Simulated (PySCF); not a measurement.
This PySCF input (PBE/def2-TZVP) gives -151.72874 Eh with 80 basis functions.

```python
import numpy as np, basis_set_exchange as bse
from pyscf import gto, scf, dft, df

basis = {'H': gto.basis.parse(bse.get_basis('def2-TZVP', elements=['H'], fmt='nwchem')), 'O': gto.basis.parse(bse.get_basis('def2-TZVP', elements=['O'], fmt='nwchem'))}
mol = gto.M(
    atom='''
    O     0.13599357    0.55950266   -0.34160035
    O    -0.15958912   -0.65619836    0.39793467
    H     1.05373037    0.81572862   -0.07966861
    H    -0.34774107   -1.27257644   -0.34513535
    H    -0.51722487    1.23041339   -0.02587059
    ''',
    basis=basis,
    charge=1,
    verbose=4,
    max_memory=8640,
)
mf = dft.RKS(mol, xc='pbe')
mf.grids.level = 3
mf = mf.density_fit(auxbasis=df.autoaux(mol))
mf.conv_tol = 1e-9
mf.max_cycle = 100
print('smallest overlap eigenvalue', np.linalg.eigvalsh(mol.intor('int1e_ovlp'))[0])
mf.kernel()
dip = mf.dip_moment()
```

Change:
```diff
- basis = {'H': gto.basis.parse(bse.get_basis('def2-TZVP', elements=['H'], fmt='nwchem')), 'O': gto.basis.parse(bse.get_basis('def2-TZVP', elements=['O'], fmt='nwchem'))}
+ basis = {'H': gto.basis.parse(bse.get_basis('cc-pVTZ', elements=['H'], fmt='nwchem')), 'O': gto.basis.parse(bse.get_basis('cc-pVTZ', elements=['O'], fmt='nwchem'))}
```

Q: What does the run give now?

A: -151.72540 Eh (PBE/cc-pVTZ, 102 functions), a change of +3.34 mEh.
